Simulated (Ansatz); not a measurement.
## Ansatz (development build ahead of 0.2.0) run

```yaml
crystal:
  periodic: [false, false, false]
  atoms:
    - { symbol: C, position_ang: [-0.2527, 0.61156, -1.19932] }
    - { symbol: F, position_ang: [0.24909, -0.61279, 1.08186] }
    - { symbol: H, position_ang: [-0.50941, -0.34056, -1.72952] }
    - { symbol: H, position_ang: [-1.08637, 1.15666, -0.70676] }
    - { symbol: H, position_ang: [0.70692, 1.17671, -1.39177] }
basis:
  gaussian: { orbitals: def2-SVP }
total_charge: 1
magnetization:
  spin_polarized: true
  initial_magnetization: 1
hamiltonian:
  xc: hf
output:
  forces: true
```

The input is written out in the form of the current development build from the run's settings.

Output:

```yaml
Converged: yes
Total_energy: -138.48739 hartree
Spin_squared_of_the_determinant: 0.753
Stability_test: minimum
```

Forces (eV/Å):
```
atom      Fx      Fy      Fz
  C1  -0.508   0.955  -1.425
  F2  -0.016   0.100  -0.191
  H3   0.657   0.639   0.875
  H4   0.777  -0.582   0.122
  H5  -0.911  -1.113   0.619
```
